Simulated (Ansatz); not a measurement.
MgSiP2 (I-42d, No. 122), treated with LDA (PAW; Ansatz, a first-principles code).

Run with plane-wave cutoff 520 eV, 8×8×8 k mesh, Fermi–Dirac smearing 0.01 eV, scalar-relativistic PAW data made under PBE.

Energies at three volumes about the minimum:

```tsv
V (Å³/atom)	E − E_lowest (meV/atom)
19.862	2.00
20.267	0.00
20.673	1.91
```

Question: Fit a parabola by hand: where is the minimum, and what is the bulk modulus?

Answer: Slopes: (0.00 − 2.00)/(20.267 − 19.862) = -4.938 and (1.91 − 0.00)/(20.673 − 20.267) = 4.704 meV/Å³. Curvature E″ = 2 × (4.704 − (-4.938))/(20.673 − 19.862) = 23.778 meV/Å⁶. From the middle of the first interval, the slope vanishes at V0 = 20.0645 − (-4.938)/23.778 = 20.272 Å³/atom. B = V0 E″ = 20.272 × 23.778 meV/Å³ × 0.1602 GPa per meV/Å³ = 77.2 GPa. The full Birch–Murnaghan fit to all volumes gives V0 = 20.267 Å³/atom and B0 = 76.9 GPa.

Shape and atoms are relaxed at each volume.

Note: the relaxation could not lower the start's symmetry, so the cell can be a saddle point above a distorted one.
